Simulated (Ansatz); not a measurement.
Zinc-blende ZnS, treated with PBE (PAW; Ansatz, a quantum-chemistry and plane-wave program).

The same calculation (at the measured cell, 19.782 Å³/atom) with different numerical settings:

```csv
run,k mesh,gap on the mesh (eV),total energy (eV/atom)
1,4×4×4,2.089,-2111.3438
2,6×6×6,2.098,-2111.3655
3,8×8×8,2.099,-2111.3669
4,12×12×12,2.099,-2111.3671
5,16×16×16,2.099,-2111.3671
6,20×20×20,2.099,-2111.3671
```

In the column total energy (eV/atom) the first row differs from the last by +0.0233 and the next to last by 0.0000.

The last row is no converged limit: other settings stay fixed.
